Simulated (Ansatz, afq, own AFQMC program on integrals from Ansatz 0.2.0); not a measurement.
Two steps: Ansatz 0.2.0 writes the Fock matrix and Cholesky factors of the valence space, and afq projects on them the lowest state that overlaps trial and start.

```yaml
crystal:
  periodic: [false, false, false]
  atoms:
    - {symbol: N, position_ang: [0.000000, 0.000000, 1.503167]}
    - {symbol: B, position_ang: [0.000000, 0.000000, 0.169267]}
    - {symbol: P, position_ang: [0.000000, 0.000000, -1.672433]}
basis:
  gaussian: {orbitals: cc-pVDZ}
magnetization: {spin_polarized: true, initial_magnetization: 3}
correlation: {method: ccsd_t, electrons: outside_noble_gas, hamiltonian_folder: ham}
```

```sh
$ ansatz run in.yaml --threads 1 --pin off --events-out ev --progress --plain --max-ram 1382MiB
```

afq runs on the folder ham with

```
--method free --trial cisd --walkers 60 --time-step 0.03 --max-blocks 80 --target-error 0.00043 --factor-cut 1e-05 --seed 3591 --times 0,0.21,0.42,0.81,1.2,1.8,2.4,3 --taylor-order 8
```

Times are imaginary, in 1/Eh. The walk had a cap of 1687 s.

```
orbitals 39  electrons 8 5  factors 298 of 461
reference energy -419.79496697 Eh
CCSD correlation -0.29656168 Eh in 15 cycles, weight of the determinant in the CISD state 0.8182
repeat  energy at the last time / Eh  error
    10  -420.104766  0.004085
    20  -420.107354  0.002336
    30  -420.106679  0.001812
    40  -420.106440  0.001580
    50  -420.105614  0.001618
    60  -420.105782  0.001437
    70  -420.105566  0.001240
    80  -420.105294  0.001107
time / (1/Eh)  energy / Eh  error  mean overlap
  0.00  -420.091814  0.000313  1.2231
  0.21  -420.096939  0.000417  1.2301
  0.42  -420.100028  0.000413  1.2302
  0.81  -420.102678  0.000409  1.2306
  1.20  -420.103796  0.000496  1.2416
  1.80  -420.104408  0.000637  1.2665
  2.40  -420.104122  0.000731  1.2971
  3.00  -420.105294  0.001107  1.3205
energy -420.105294 +/- 0.001107 Eh
```

Task: Estimate how long the walk took on 1 thread of Arm Neoverse V1, on a shared host.

Result: 6.1 min of wall time.

The run passed its tests (error under three times the target), which doesn't prove that it has relaxed.

Against this walk (error 30.1 meV) on the same determinant: CCSD(T) 80.4 meV higher, CCSDT(Q) 4.0 meV lower (within the noise). The error is statistical, and a free projection of finite length keeps a remainder of its start. The determinant has ⟨S²⟩ = 3.97, so the low cluster orders mix in higher spin, and so can this walk. None of these is a sure reference here.

Cautions: remainder of the start not in the error; start is not spin pure; error above the target (30.1 against 11.7 meV); lower spins were not checked; raised T1 diagnostic (T1 0.043, weight of the determinant 0.82, largest double 0.09); unrestricted determinant spin contaminated (⟨S²⟩ 3.97 against 3.75).

CCSDT and higher add their correlation energy to the determinant of the CCSD(T) run, since their own runs factorise the integrals more tightly (a shift of under 2 meV). A walk keeps the symmetry of its determinant, which the program's search chose and which needn't be the lowest solution, so a lower state of the same spin and another symmetry isn't excluded.
